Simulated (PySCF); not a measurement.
First SCF of a structure search on singlet BOF, at a hand-made linear geometry. PySCF input:

```python
from pyscf import gto, scf, dft
mol = gto.M(atom='''
B      0.000000     0.000000     0.000000
O      0.000000     0.000000    -1.350000
F      0.000000     0.000000     1.490000''',
    basis={'B': 'def2-TZVP', 'O': 'def2-TZVP', 'F': 'def2-TZVP'},
    charge=0, spin=0)
mf = dft.RKS(mol, xc='PBE0')
mf.grids.atom_grid = (50, 194)
aux = {'B': 'def2-universal-JKFIT', 'O': 'def2-universal-JKFIT', 'F': 'def2-universal-JKFIT'}
mf = mf.density_fit(auxbasis=aux)
mf.conv_tol = 1e-08
mf.diis_space = 10
mf.max_cycle = 60
mf.init_guess = 'minao'
mf.verbose = 4
mf.kernel()
```

Excerpt of the output (cycles and frontier levels):

```
init E= -199.76290310412
  HOMO = -0.439634226562715  LUMO = -0.103279034460098  gap/eV = 9.15269
cycle= 1 E= -199.624324595098  delta_E= 0.139  |g|= 0.963  |ddm|= 1.64
  HOMO = -0.254196370266288  LUMO = -0.0661792288500465  gap/eV = 5.11621
cycle= 2 E= -197.951326134009  delta_E= 1.67  |g|= 2.87  |ddm|= 1.63
  HOMO = -0.377725923328569  LUMO = -0.0568258383615969  gap/eV = 8.73214
cycle= 3 E= -199.796195079083  delta_E= -1.84  |g|= 0.389  |ddm|=  1.3
  HOMO = -0.358289790621236  LUMO = -0.0698108041495189  gap/eV = 7.84991
cycle= 4 E= -199.816960073199  delta_E= -0.0208  |g|= 0.192  |ddm|= 0.218
  HOMO = -0.369672776440865  LUMO = -0.0706004389645081  gap/eV = 8.13817
cycle= 5 E= -199.822259384775  delta_E= -0.0053  |g|= 0.026  |ddm|= 0.0641
  HOMO = -0.370450707723524  LUMO = -0.068110229180995  gap/eV = 8.22710
cycle= 6 E= -199.82240196313  delta_E= -0.000143  |g|= 0.00554  |ddm|= 0.013
  HOMO = -0.371328045889759  LUMO = -0.0684103337007436  gap/eV = 8.24281
cycle= 7 E= -199.822407398198  delta_E= -5.44e-06  |g|= 0.00139  |ddm|= 0.00216
  HOMO = -0.371305287635664  LUMO = -0.0683222863115276  gap/eV = 8.24459
cycle= 8 E= -199.822407784655  delta_E= -3.86e-07  |g|= 0.000256  |ddm|= 0.000722
  HOMO = -0.371321553529697  LUMO = -0.0683217472954603  gap/eV = 8.24504
cycle= 9 E= -199.82240779768  delta_E= -1.3e-08  |g|= 1.39e-05  |ddm|= 0.000129
  HOMO = -0.371322835294636  LUMO = -0.0683222373573358  gap/eV = 8.24507
cycle= 10 E= -199.822407797718  delta_E= -3.76e-11  |g|= 2.61e-06  |ddm|= 8.65e-06
  HOMO = -0.371322111965233  LUMO = -0.0683223451333674  gap/eV = 8.24504
Extra cycle  E= -199.822407797713  delta_E= 4.66e-12  |g|= 5.99e-06  |ddm|= 3.6e-06
converged SCF energy = -199.822407797713
```

No lower solution of this spin was found by a stability analysis within the restricted form, which does not test spin polarisation.

The search for the lowest solution, with the stability check, took 2.4 s on 2 threads of a shared Arm Neoverse V1 host, with 93 basis functions; the process peaked at 0.3 GiB. Launch command: `OMP_NUM_THREADS=2 python axn.py task.json out`.
